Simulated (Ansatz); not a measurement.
**SiPH3 (singlet): the correlation ladder at distance Si1–P2 = 2.174 Å, cc-pVDZ**

An exercise on one series of results from a longer session: the logs are not shown, and one member is left open.

Program: Ansatz 0.2.0, Gaussian basis. Level of theory: cc-pVDZ, core rule «outside noble gas», up to 10 orbitals frozen. These are calculated values, not measurements.

Plan: UHF; CCSD(T) on RHF; CCSD(T) on UHF; BCCD(T) on RHF; CISD; CCSDT(Q) on RHF; CCSDT(Q) on UHF; CCSDTQ on RHF; CASSCF and MRCISD+Q, 2 electrons in 2 orbitals; CASSCF and NEVPT2, 2 electrons in 2 orbitals; CASSCF and MRCISD+Q, 12 electrons in 11 orbitals; CASSCF and NEVPT2, 12 electrons in 11 orbitals.

## The system

The geometry derives from a PBE0/def2-TZVP stationary point (not a proven minimum). One bond is set to the value named and the two fragments are kept rigid.

5 atoms, charge 0, spin multiplicity 1.

Atoms are counted from 1 here; the program's logs count them from 0.

Bond lengths: Si1–P2 2.174 Å, Si1–H3 1.524 Å, P2–H4 1.409 Å, P2–H5 1.408 Å. Angles: P2–Si1–H3 87.8°, Si1–P2–H4 117.1°, Si1–P2–H5 112.4°, H4–P2–H5 102.2°.

The first run:

in.yaml

```yaml
crystal:
  periodic: [false, false, false]
  atoms:
    - {symbol: Si, position_ang: [-0.042392, 0.081545, 1.171934]}
    - {symbol: P, position_ang: [0.073725, -0.027248, -0.995977]}
    - {symbol: H, position_ang: [0.017415, -1.441379, 1.194196]}
    - {symbol: H, position_ang: [-0.605598, -1.091045, -1.621383]}
    - {symbol: H, position_ang: [-0.496156, 1.097555, -1.621744]}
basis:
  gaussian: {orbitals: cc-pVDZ}
magnetization: {spin_polarized: true, initial_magnetization: 0}
hamiltonian: {xc: hf}
output: {orbitals: {seedname: orbitals}}
```

Started as:

```
> ansatz run in.yaml --threads 1 --pin off --events-out ev --progress --plain --max-ram 2816MiB --backend cpu
```

Steps of the session up to this table: UHF; CCSD(T) on RHF; CCSD(T) on UHF; BCCD(T) on RHF; CISD; CCSDT(Q) on RHF; CCSDT(Q) on UHF; CCSDTQ on RHF; CASSCF and MRCISD+Q, 2 electrons in 2 orbitals; CASSCF and NEVPT2, 2 electrons in 2 orbitals; CASSCF and MRCISD+Q, 12 electrons in 11 orbitals; CASSCF and NEVPT2, 12 electrons in 11 orbitals.

One of the session's tables, all rows but one given; the rest of the session is left out.

| method | from RCCSDTQ (kJ/mol) |
| --- | --- |
| RHF | +690.4 |
| UHF | +690.1 |
| RMP2 | +137.6 |
| CISD | +92.9 |
| RCCSD | +27.6 |
| RCCSD(T) | +5.1 |
| BCCD(T) | +5.0 |
| RCCSDT | ? |
| RCCSDT(Q) | 0.0 |
| RCCSDTQ | 0 |
| CASSCF valence | +470.7 |
| NEVPT2 valence | +120.4 |
| MRCISD valence | +43.0 |
| MRCISD+Q valence | +5.3 |

**Question.** Estimate the row for RCCSDT.

**Answer.** from RCCSDTQ (kJ/mol): +1.6. In the column «from RCCSDTQ (kJ/mol)» it lies between RCCSDTQ (0) and BCCD(T) (+5.0).

Caveats from the session: Left out of the table: CASSCF pair, NEVPT2 pair, MRCISD pair, MRCISD+Q pair (the active space lost an orbital or holds another state than full CI finds). Warnings in the runs' records: passed over end.
